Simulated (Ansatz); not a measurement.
Reaction (SMILES): [PH2] (PH2) → [PH2] (PH2) as singlet, charge +1 + e-

Property: adiabatic ionisation energy (0 K, with zero-point energies), in eV. Conventions: non-relativistic; LANL2DZ with its own core potentials from Na on; dispersion terms only where a functional's name holds one; 6-311+G** with 5d, 6d on Na to Ar in Ansatz (a first-principles code); no spin-orbit coupling; open shells spin-unrestricted; 6-31G* and kin with 6d, 5d where marked. First-principles rows: single points at B3LYP-D3(BJ) geometries (Ansatz), with unscaled harmonic terms from B3LYP/6-31G* at its own minima.

Measured values: CCCBDB table in ASE; they hold spin-orbit and core effects. 

Value to compare with, the measured value: 9.82 eV.

| level | program | adiabatic ionisation energy (0 K, with zero-point energies) (eV) | error |
|---|---|---|---|
| B3LYP/STO-3G | Ansatz | 7.63 | -2.19 |
| B3LYP/3-21G | Ansatz | 10.09 | 0.27 |
| B3LYP/LANL2DZ | Ansatz | 10.11 | 0.29 |
| B3LYP/6-31G | Ansatz | 10.05 | 0.23 |
| B3LYP/6-31G* | Ansatz | 9.91 | 0.09 |
| B3LYP/6-31+G* | Ansatz | 9.95 | 0.13 |
| B3LYP/6-31G** | Ansatz | 9.91 | 0.09 |
| B3LYP/def2-SVP | Ansatz | 9.91 | 0.09 |
| B3LYP/cc-pVDZ | Ansatz | 9.90 | 0.08 |
| B3LYP/6-311+G** | Ansatz | 9.93 | 0.11 |
| B3LYP/def2-TZVPD | Ansatz | 9.93 | 0.11 |

Among the 10 habitual levels, B3LYP/STO-3G lies farthest from the measured value (-2.19 eV); 9 of 10 lie above it, and their mean absolute error is 0.36 eV, the median 0.12. One case shows no general order.

The sets are all those run for this method; runs whose electronic state is in doubt are left out.
